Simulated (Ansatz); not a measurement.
AlH2O (SMILES [O][AlH2]): methods side by side

The species is AlH2O (4 atoms), meant as a doublet with charge 0. SMILES: `[O][AlH2]`. Geometry: relaxed at PBE0-D4/def2-TZVP.

Quantity: the vertical energy of the quartet above the doublet, in eV. The values are calculated.

```
          level                   kind  program  value (eV)  CPU time (all runs)
    UPBE/STO-3G                    GGA   Ansatz        6.63                3.4 s
  UB3LYP/STO-3G          global hybrid   Ansatz        6.90                3.4 s
 UB2PLYP/STO-3G          double hybrid   Ansatz        7.13                3.9 s
    UMP2/STO-3G    perturbation theory   Ansatz        6.87               0.33 s
UBCCD(T)/STO-3G  coupled cluster or CI   Ansatz           ?               0.64 s
UCCSD(T)/STO-3G  coupled cluster or CI   Ansatz        6.87               0.51 s
 UCCSDTQ/STO-3G  coupled cluster or CI   Ansatz        6.87                 33 s
     FCI/STO-3G     exact in the basis   Ansatz        6.87                  1 s
```

**Question.** Estimate what the levels marked ? give.

**Answer.** As computed at these levels: UBCCD(T)/STO-3G: 6.86 eV. The values span 6.63 to 7.13 eV. All rows use very small basis sets, so even the best lies far from the true value. Times are those of the runs behind each value, whatever else they computed, on shared processors of several kinds: orders of magnitude only.
